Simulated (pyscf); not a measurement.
PySCF, gas phase, ωB97X-D3(BJ)/def2-SVP geometries.

**Question.** Estimate the classical barrier height and the reaction energy of H₃C–ZnH + H₂O → H₃C–Zn–OH + H₂ at ωB97M-D3(BJ)/def2-TZVP. The step runs on the singlet surface, breaks H–Zn, H–O and forms O–Zn, H–H; take the separated reactants as zero.

**Answer.** ΔE‡ = 74.2 kJ/mol, ΔE = -26.2 kJ/mol. Zero-point energy shifts the barrier by -4.2 kJ/mol. It is a four-centre exchange, with an imaginary mode of 1218i cm⁻¹. On the reactant side the descent ends in a complex (not fully relaxed), 32.7 kJ/mol under the separated species and 101.8 kJ/mol under the saddle at ωB97X-D3(BJ)/def2-TZVP. At the saddle there is also a short H–Zn contact that neither side keeps. One saddle was located; it need not be the lowest between these sides. Elements up to Kr have no core potential and no relativistic terms here.
